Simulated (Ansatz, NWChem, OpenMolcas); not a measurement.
# Strength of the C–H bond: CH4O → CH3O + H

Species: CH4O (methanol) `CO`, singlet; CH3O (hydroxymethyl radical) `[CH2]O`, doublet; H atom, doublet. 

Shapes, held fixed at every level: PBE0-D4/def2-TZVP. Flexible molecules stand in one conformer, not always the lowest. Programs: Ansatz 0.2.0, NWChem 7.3.0, OpenMolcas 26.06. A level may come from different programs for different species; with the same settings they agree closely. The zero-point and thermal change to 298 K, harmonic and unscaled (5/2 RT less the spin-orbit lowering for atoms, PBE0-D4/def2-TZVP), is -30.5 kJ/mol.

**The experiment to reproduce.** Tabulated heats of formation (Active Thermochemical Tables, tabulated atomic heats): CH4O -200.7 (ATcT); CH3O -16.1 (ATcT); H +218.0 (atomic table) kJ/mol, which give ΔH(298 K) = +402.6 kJ/mol.

```json
{"level": "HF/def2-TZVPP", "kind": "Hartree–Fock", "ΔH (kJ/mol)": "+302.4", "computed − measured": "-100.1"}
{"level": "PBE0/def2-SVP", "kind": "global hybrid", "ΔH (kJ/mol)": "+379.9", "computed − measured": "-22.7"}
{"level": "B3LYP/6-31G* (Cartesian functions)", "kind": "global hybrid", "ΔH (kJ/mol)": "+395.5", "computed − measured": "-7.0"}
{"level": "BHLYP-D4/def2-TZVPP", "kind": "global hybrid", "ΔH (kJ/mol)": "+389.4", "computed − measured": "-13.2"}
{"level": "PBE0-D4/def2-TZVPP", "kind": "global hybrid", "ΔH (kJ/mol)": "+384.0", "computed − measured": "-18.6"}
{"level": "MP2/def2-SVP", "kind": "perturbation theory", "ΔH (kJ/mol)": "+380.3", "computed − measured": "-22.3"}
{"level": "CCSD/def2-TZVPP", "kind": "coupled cluster or CI", "ΔH (kJ/mol)": "+395.8", "computed − measured": "-6.8"}
{"level": "CCSD(T)/CBS estimate", "kind": "coupled cluster or CI", "ΔH (kJ/mol)": "+404.8", "computed − measured": "+2.2"}
```

Nearest: CCSD(T)/CBS estimate (+2.2); farthest: HF/def2-TZVPP (-100.1). 3 of 8 levels lie within 10 kJ/mol. Electron pairs are made or broken, so correlation matters. Open shells run unrestricted. The CBS estimate extrapolates MP2 from def2-TZVPP and def2-QZVPP and adds CCSD(T) − MP2 in the triple-zeta set, cores frozen.
